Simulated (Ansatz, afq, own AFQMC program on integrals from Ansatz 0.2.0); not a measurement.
AuSiH3, singlet → AuSiH$_{3}$, triplet

```xyz
5

Au   -0.3188    0.0021    0.0018
Si    1.9697   -0.0127   -0.0110
H     2.4639   -1.4148   -0.0088
H     2.4842    0.6879    1.1951
H     2.4705    0.6792   -1.2279
```

Connectivity, by distances: Au–SiH3.

E(triplet, charge +0) − E(singlet, charge +0) at this geometry, on RHF and UHF determinants.

Basis def2-SVP with its core potentials. Only valence electrons are correlated. Integrals, coupled cluster, full CI and functionals: Ansatz 0.2.0; the random walks run on the same integrals in our own AFQMC program. ph-AFQMC/CISD is guided by a CISD state made of CCSD amplitudes; releasing the constraint for a short imaginary time cuts its bias at the price of noise, slowly where states lie close. Uncertainties: one standard error, sampling alone. No spin–orbit coupling. The metal's outer-core s and p shells are frozen, which shifts wave-function levels against functionals. The errors of all members are added in quadrature.

No full CI on the walks' own integrals is used here; CCSDT(Q) serves as the reference and is uncertain by about the last step of the cluster series. Each member takes its own surest rung, up to full CI.

Errors are counted within def2-SVP, not against nature.

Cautions: no spin-orbit coupling; outer-core shells of the metal frozen; AuSiH₃ (triplet): another spin lies lower, the released energies have errors that jump between times, so the bars are unsure, so no released level is given (meV from the phaseless value at times in 1/Eh: -2 ± 4 at 0.24, 2 ± 4 at 0.60, -43868 ± 43870 at 1.20, -1 ± 8 at 1.80, -7 ± 8 at 2.60), though the last usable value meets CCSDT(Q) within the noise; core correlation is missing, and it shifts such a gap most where an s electron is promoted.

Reference (CCSDT(Q)): 3.656 eV.

| level | vertical spin gap (eV) | error against CCSDT(Q) (eV) |
| --- | --- | --- |
| HF | 2.881 | -0.775 |
| MP2 | 3.800 | 0.144 |
| CCSD | 3.625 | -0.031 |
| CCSD(T) | 3.662 | 0.006 |
| CCSDT | 3.651 | -0.005 |
| ph-AFQMC/CISD | 3.667 ± 0.007 | 0.011 ± 0.007 |

Correlation beyond CCSD(T) takes off 0.006 eV. The perturbative (T) step is worth +0.037 eV.

A walk keeps the symmetry of its determinant, which the program's search chose and which needn't be the lowest solution, so a lower state of the same spin and another symmetry isn't excluded.
